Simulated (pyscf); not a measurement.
A first-order saddle from PySCF, ωB97X-D3(BJ)/def2-SVP:

```
Ge
H 1 1.5241
H 1 1.5372 2 114.06
H 1 1.5372 2 114.03 3 122.18
F 1 2.0508 2 97.90 4 86.90
H 5 1.1406 1 77.42 2 93.71
F 6 1.1405 5 141.72 1 2.88
```
Charge 0, spin multiplicity 1.

Surface: singlet, charge 0. Lowest wavenumbers (cm⁻¹): 511i, 106, 385, 649, 697.

Problem. What reaction is this the transition state of?

Solution. F–GeH₃ + HF ⇌ F–GeH₃ + HF, a four-centre exchange read from left to right: F–Ge, F–H broken and F–Ge, F–H formed. At CCSD(T)/def2-TZVPP + ΔMP2(QZVPP) it lies +0.89 eV from the left side and +0.89 eV from the right (each side as separated species at their lowest minima found). On the reactant side the descent ends in a complex, 0.30 eV under the separated species and 1.07 eV under the saddle at ωB97X-D3(BJ)/def2-TZVP. On the product side the descent ends in a complex, 0.30 eV under the separated species and 1.07 eV under the saddle at ωB97X-D3(BJ)/def2-TZVP. At ωB97X-D3(BJ) the barrier from the zero used here is 0.76 eV. This is the saddle that the search found; another between the same sides may lie lower. The CCSD(T) − MP2 part came from Ansatz, without density fitting, on the same reference. The frozen core leaves the outer d or s,p core shells of the metals and heavy elements correlated in the MP2 and CC values, and def2-TZVPP describes them poorly, which can shift differences by a few kcal/mol. Elements up to Kr have no core potential and no relativistic terms here.
